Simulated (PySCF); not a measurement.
Gas-phase reaction: 3 SiHCl₃ + 2 SiH + 3 H₂O = 3 SiCl₃OH + 2 SiH₄

Method: PySCF energies plus ideal-gas RRHO corrections (1 bar). † marks an energy on the PBE0/def2-TZVP geometry and frequencies; other levels use their own. CCSD(T) freezes the core. 6-31G* has spherical d functions here. Open shells (unrestricted): SiH (multiplicity 2, electronic degeneracy 4); the rest are closed-shell singlets. Spin-orbit splitting is ignored; it lowers the true energy and changes the entropy of SiH. B3LYP is the form with VWN-RPA correlation. SiCl₃OH: computed as isolated molecules; such fragments, hydroxides, amides, oligomers or adducts are transient or little studied in the gas. CCSD(T) isn't extrapolated to the basis-set limit; its ΔH°(298 K) is -928.4 kJ in def2-SVP and -963.6 kJ in def2-TZVPP. The harmonic model lacks anharmonicity and excited electronic states, which grow with temperature; levels with a mode under 35 cm⁻¹ are left out. Internal rotation in SiCl₃OH is treated as a harmonic vibration of one conformer, which makes the entropy rough.

ΔH° and ΔS° at 298 K: B3LYP/6-31G* -983 kJ, -442 J/K; CCSD(T)/def2-SVP† -928 kJ, -440 J/K; HF/6-31G* -894 kJ, -446 J/K; PBE0/def2-QZVP† -959 kJ, -440 J/K; ωB97M-V/def2-TZVP† -1009 kJ, -440 J/K.

Task: With the heat capacities included, give log10 K (1 bar) at 600, 800, 1200, 1400, 1800 K from B3LYP/6-31G*, CCSD(T)/def2-SVP†, HF/6-31G*, PBE0/def2-QZVP†, ωB97M-V/def2-TZVP†.

Result: 
```
T (K)  B3LYP/6-31G*  CCSD(T)/def2-SVP†  HF/6-31G*  PBE0/def2-QZVP†  ωB97M-V/def2-TZVP†
-----  ------------  -----------------  ---------  ---------------  ------------------
600            62.6               57.9       54.6             60.6                64.9
800            41.3               37.8       35.2             39.8                43.1
1200           20.3               18.0       16.1             19.4                21.5
1400           14.4               12.5       10.8             13.6                15.5
1800            6.6                5.2        3.7              6.0                 7.5
```
